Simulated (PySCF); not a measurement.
A geometry optimisation on `C#N` (HCN).

Method: PBE0-D3(BJ)/def2-SVP geometry optimisation, gas phase (PySCF 2.14.0). Start geometry: GFN2-xTB. The input is one job of a driver script: a line of settings, then coordinates in Å.

Input:
```
{"job": {"xc": "PBE0", "basis": "def2-SVP", "d3": "d3bj", "grid": 1, "kind": "geom"}, "charge": 0, "multiplicity": 1}
C     -0.022598    -0.001552    -0.003894
N      1.114763     0.020146    -0.010855
H     -1.080684    -0.021132     0.002196
```

Output:
```
step   0  E = -93.23653440  max force = 0.042638
step   1  E = -93.23750385  max force = 0.002257
step   2  E = -93.23750689  max force = 0.000098
optimisation converged
```

Energies in Eh; «max force» is the largest Cartesian gradient component in Eh/bohr.

Give the first gradient maximum in eV/Å.

With 1 Eh/bohr = 51.422 eV/Å, 2.193 eV/Å.

How much energy does the optimisation release, in kJ/mol?

E(step 0) − E(last step) = 0.000972 Eh, which is 2.6 kJ/mol.

Summary of the converged run: final energy -93.23751 Eh after 2 steps; dipole 2.90 D.

Where do the atoms end?

0.015 Å rms from the input after alignment:
```
atom  x, y, z in Å
C1    -0.0279   -0.0024   -0.0048
N2     1.1256    0.0199   -0.0119
H3    -1.1071   -0.0232    0.0018
```

On one thread of an Arm Neoverse N1, shared host with 64 logical CPUs at a one-minute load of 58, this took 1.8 s of wall time and 0.24 GiB of memory at its peak.
Labels such as C1 count atoms from 1, the log's own numbers from 0.
